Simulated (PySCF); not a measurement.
State search for AlSi

Unrestricted PBE0; PySCF, no relativity, basis sets Al 6-311G(d,p), Si 6-311G(d,p). Outer shells of the fragments: Al 3s2 3p1; Si 3s2 3p2.

Followed along the bond (rough minima from three points):

| 2Ms+1 | unpaired | ⟨S²⟩ at the start | R at minimum (Å) | Te (eV) |
| --- | --- | --- | --- | --- |
| 4 | σ ↑, π ↑↑ | 3.75 | 2.43 | 0.00 |
| 2 | σ ↓, π ↑↑ | 1.78 | 2.41 | 0.29 |
| 2 | σ ↑, π ↑↓ | 1.77 | 2.42 | 0.38 |
| 2 | π ↑ | 0.80 | 2.27 | 1.05 |
| 2 | σ ↑ | 0.76 | 2.44 | 1.07 |

Solutions found at the starting distance of 2.310 Å, counted from the lowest of them; the search is not exhaustive and high or unbound solutions are not listed, so other states can lie among these:

| 2Ms+1 | unpaired | term | E (eV) | ⟨S²⟩ | ⟨Lz²⟩ | μ (D) |
| --- | --- | --- | --- | --- | --- | --- |
| 4 | σ ↑, π ↑↑ | ⁴Σ⁻ | 0.00 | 3.75 | 0.00 | -1.34 |
| 2 | σ ↓, π ↑↑ | mixed | 0.27 | 1.78 | 0.00 | -1.51 |
| 2 | σ ↑, π ↑↓ | mixed | 0.38 | 1.77 | 2.01 | -1.34 |
| 2 | π ↑ | ²Π | 1.01 | 0.80 | 1.01 | -2.10 |
| 2 | σ ↑ | mixed | 1.08 | 0.76 | 2.00 | -1.10 |
| 2 | π ↑ | ²Π | 1.38 | 0.75 | 1.00 | 0.34 |
| 4 | π ↑↑↑ | ⁴Π | 2.48 | 3.77 | 1.00 | -0.83 |
| 4 | σ ↑, π ↑↑ | mixed | 2.84 | 3.76 | 2.01 | 0.98 |

A term symbol is given only where ⟨S²⟩ and ⟨Lz²⟩ are close to those of a pure state; real π, δ and φ orbitals otherwise mix terms. A positive dipole means Al(−)Si(+).
